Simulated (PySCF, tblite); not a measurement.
# A complex of Li+ and dimethyl ether

A gas-phase complex of Li+ and dimethyl ether; charge +1, singlet. The structure comes from a short search (6 tight-binding starts) and was relaxed by PBE0-D3(BJ)/def2-SVPD; another way of binding may lie lower. No frequency run checks that it is a minimum.

| part | name | SMILES | atoms | charge | multiplicity |
| --- | --- | --- | --- | --- | --- |
| 1 | Li+ | [Li+] | 1 | +1 | 1 |
| 2 | dimethyl ether | COC | 2–10 | 0 | 1 |

Coordinates in Å:
```
Li1    -0.001   -0.443   -0.780
C2      2.499    0.620   -1.657
O3      1.790   -0.258   -0.780
C4      2.658   -0.974    0.101
H5      1.768    1.131   -2.297
H6      3.193    0.044   -2.285
H7      3.055    1.366   -1.073
H8      3.358   -1.591   -0.480
H9      2.045   -1.623    0.738
H10     3.217   -0.269    0.733
```

Contacts between parts, classed by geometry: Li1···O3 1.801 Å (ion contact).

Interaction energies are complex less parts, with the parts frozen as they stand in it; counterpoise-corrected, in kcal/mol (PySCF).

Task: Give the interaction energy at each level run.

Result: 
```
                  level  interaction  superposition error removed
wB97M-D3(BJ)/def2-TZVPD       -40.07                        -0.06
 PBE0-D3(BJ)/def2-TZVPD       -40.17                        -0.04
```

Task: What holds them together? Decompose the wB97M-D3(BJ)/def2-TZVPD energy: frozen parts, their antisymmetrised product, then relaxation.

Result: electrostatic -34.0, Pauli repulsion +15.3, orbital relaxation -20.2, dispersion correction -1.2 kcal/mol, which sum to the value before the counterpoise correction; the Pauli term holds the exchange-correlation of the frozen density too. Of the attraction, 61 % is electrostatic, 36 % is orbital relaxation, 2 % is dispersion correction.

The parts were also relaxed and run alone, at the levels used for the complex: shieldings by PBE0/pcSseg-2; core levels by delta-SCF with SCAN, pcX-2 on the ionised atom and pcseg-1 elsewhere, spin-free X2C.

Values alone: shielding of Li1 (ppm): 95.2; shielding of O3 (ppm): 331.6; C2 1s core level (eV): 292.24; O3 1s core level (eV): 538.54.

Task: What does binding change?

Result: 
```tsv
property	alone	in the complex	change
shielding of Li1 (ppm)	95.2	92.7	-2.5
shielding of O3 (ppm)	331.6	329.6	-2.0
C2 1s core level (eV)	292.24	297.19	+4.95
O3 1s core level (eV)	538.54	544.43	+5.89
```
